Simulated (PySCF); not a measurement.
Electron affinity of Al by level of theory

Al⁻ [Ne] 3s2 3p2 (3P) → Al [Ne] 3s2 3p1 (2P), as a difference of total energies. Calculation: PySCF 2.14, in aug-cc-pV(T+d)Z with one added diffuse shell each of s, p, d, f type (7s6p5d3f, 71 functions); no relativity, point nucleus. Correlated levels: valence: [Ne] frozen. The calculations carry no spin-orbit coupling.

```
           method  electron affinity (eV)
              UHF                   0.017
              LDA                   0.676
              PBE                   0.629
             PBE0                   0.550
           r2SCAN                   0.632
           PBEsol                   0.614
           revPBE                   0.612
          wB97M-V                   0.355
    MP2 (valence)                   0.366
SCS-MP2 (valence)                   0.265
```

**Question.** How much does correlation contribute at MP2 (valence)?

**Answer.** 0.366 − (0.017) = 0.349 eV, measured against UHF.

Errors of the correlated levels include the incompleteness of this basis and the frozen core.

In the anion the highest occupied orbital energy is positive at LDA, PBE, PBE0, r2SCAN, PBEsol, revPBE, a self-interaction effect; the basis confines that electron, and the energy difference can still be sensible.

For comparison: 0.433 eV (measured; photodetachment measurements, as compiled on the Wikipedia data page of electron affinities).
